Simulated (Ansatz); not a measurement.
# How far each method lies from full CI for B–AlH$_{2}$, triplet

Geometry: a point of a breathe scan, not a stationary point.

```xyz
4

B     0.0000    0.0000    1.3541
Al    0.0000    0.0000   -0.4611
H     0.0000   -1.2321   -1.0901
H     0.0000    1.2321   -1.0901
```

Basis 6-31G; Ansatz 0.2.0. Only valence electrons are correlated (noble-gas cores frozen), which leaves 8 electrons in 20 orbitals. Prefix R: restricted or restricted open-shell reference; prefix U: unrestricted. Active spaces: pair = (4e, 4o) about the gap; valence = (8e, 10o) chosen from the atoms' valence shells.

Full CI is exact within this basis and frozen core; it isn't the basis-set limit. The frozen core follows each run's orbitals, which can shift R against U totals by a few meV.

For open shells CISD and CISDTQ are restricted-active-space CI with the open shells as a complete middle space.

* UHF ⟨S²⟩: 2.002
* T1 diagnostic (RCCSD): 0.0273
* largest doubles amplitude (RCCSD): 0.063
* T1 diagnostic (UCCSD): 0.0257

```tsv
level	E − E(RHF) (eV)
UHF	-0.0108
RMP2	-1.5007
UMP2	-1.5064
RCCSD	-2.1701
UCCSD	-2.1709
RCCSD(T)	-2.2153
UCCSD(T)	-2.2158
```

(1) Estimate how far full CI in 6-31G lies from RCCSD(T). The table doesn't fix it; the size of (T) and the diagnostics are the guide.

(1) Full CI in 6-31G lies 0.57 kcal/mol below RCCSD(T), which is 54 % of the (T) step (-1.04 kcal/mol). The diagnostics give no warning, yet the rest is a sizeable part of (T).

The other levels:

```
                     level  E − E(full CI) (kcal/mol)  share of correlation (%)  wall time
                      CISD                       3.46                     93.29     0.63 s
                   BCCD(T)                       0.52                     98.99     0.78 s
                    RCCSDT                       0.06                     99.88          –
                    UCCSDT                       0.05                     99.90          –
                    CISDTQ                       0.09                     99.83      5.5 s
                 RCCSDT(Q)                       0.02                     99.97      2.9 s
                 UCCSDT(Q)                       0.01                     99.99      2.5 s
    CASSCF (valence space)                      14.73                     71.49          –
    NEVPT2 (valence space)                       4.62                     91.05      3.2 s
NEVPT4(SD) (valence space)                       0.83                     98.39      5.5 s
    MRCISD (valence space)                       0.50                     99.03          –
  MRCISD+Q (valence space)                       0.24                     99.53        6 s
```

The correlation energy at full CI, counted from RHF, is -2.240 eV. That run took 52 s on 1 thread of Intel Xeon Platinum 8488C, shared host over 5,855,680 determinants.

Run but not shown, since their state or frozen core can't be matched to the reference's or they repeat it: CASSCF (pair space), MRCISD (pair space), MRCISD+Q (pair space).

Times hold each run's SCF and search for its determinant on a shared host, so for small cases they say little of a method's own cost; they ran on 1 thread of Intel Xeon Platinum 8488C.

The full-CI state has the irrep B1 of C2v, in the program's axes.

Natural occupations of full CI about the gap: 1.975 1.963 1.938 0.992 0.986 0.044 0.025 0.022 0.016 0.012; effectively unpaired electrons, Σ n²(2−n)², 2.04.
